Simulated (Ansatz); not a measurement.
**CF, quartet in 6-31G: errors against full CI**

Geometry: a point of a stretch scan, not a stationary point.

| atom | x (Å) | y (Å) | z (Å) |
| --- | --- | --- | --- |
| C | 0.0000 | 0.0000 | 0.0000 |
| F | 0.0000 | 0.0000 | 1.0790 |

Basis 6-31G; Ansatz 0.2.0. Only valence electrons are correlated (noble-gas cores frozen), which leaves 11 electrons in 16 orbitals. Prefix R: restricted or restricted open-shell reference; prefix U: unrestricted. Active spaces: pair = (5e, 5o) about the gap; valence = (11e, 8o) chosen from the atoms' valence shells.

Full CI is exact within this basis and frozen core; it isn't the basis-set limit. The frozen core follows each run's orbitals, which can shift R against U totals by a few meV.

For open shells CISD and CISDTQ are restricted-active-space CI with the open shells as a complete middle space.

The UHF ⟨S²⟩ is 3.756. The T1 diagnostic (RCCSD) is 0.0156 and the largest doubles amplitude (RCCSD) is 0.037. The T1 diagnostic (UCCSD) is 0.0113.

| level | E − E(full CI) (mEh) | share of correlation (%) | wall time |
| --- | --- | --- | --- |
| RHF | 147.68 | 0.00 | – |
| UHF | 144.35 | 2.26 | – |
| RMP2 | 8.04 | 94.56 | – |
| UMP2 | 7.83 | 94.70 | – |
| CISD | 6.78 | 95.41 | 0.9 s |
| RCCSD | 1.99 | 98.65 | – |
| UCCSD | 1.92 | 98.70 | – |
| RCCSD(T) | 0.40 | 99.73 | 0.33 s |
| UCCSD(T) | 0.37 | 99.75 | 0.33 s |
| BCCD(T) | 0.38 | 99.75 | 0.33 s |
| RCCSDT | 0.20 | 99.86 | – |
| UCCSDT | 0.17 | 99.89 | – |
| CISDTQ | 0.17 | 99.88 | 24 s |
| RCCSDT(Q) | -0.01 | 100.00 | 2.9 s |
| UCCSDT(Q) | -0.05 | 100.03 | 2.5 s |
| RCCSDTQ | 0.00 | 100.00 | 29 s |
| UCCSDTQ | -0.04 | 100.02 | 29 s |
| CASSCF (pair space) | 132.58 | 10.22 | – |
| NEVPT2 (pair space) | 7.95 | 94.62 | 0.18 s |
| MRCISD (pair space) | 6.34 | 95.71 | – |
| MRCISD+Q (pair space) | 1.70 | 98.85 | 0.57 s |
| CASSCF (valence space) | 117.10 | 20.71 | – |
| NEVPT2 (valence space) | 18.73 | 87.31 | 0.27 s |
| NEVPT4(SD) (valence space) | 3.23 | 97.81 | 0.78 s |
| MRCISD (valence space) | 4.94 | 96.65 | – |
| MRCISD+Q (valence space) | 1.56 | 98.94 | 0.84 s |

The correlation energy at full CI, counted from RHF, is -4.019 eV. That run took 2.4 min on 1 thread of Arm Neoverse V2, shared host over 5,206,784 determinants.

Times hold each run's SCF and search for its determinant on a shared host, so for small cases they say little of a method's own cost; they ran on 1 thread of Arm Neoverse V2.

The full-CI state has the irrep A2 of C2v, in the program's axes (one component, if the state is degenerate).

Natural occupations of full CI about the gap: 1.992 1.982 1.982 1.979 0.999 0.999 0.998 0.017 0.012 0.012; effectively unpaired electrons, Σ n²(2−n)², 3.01.
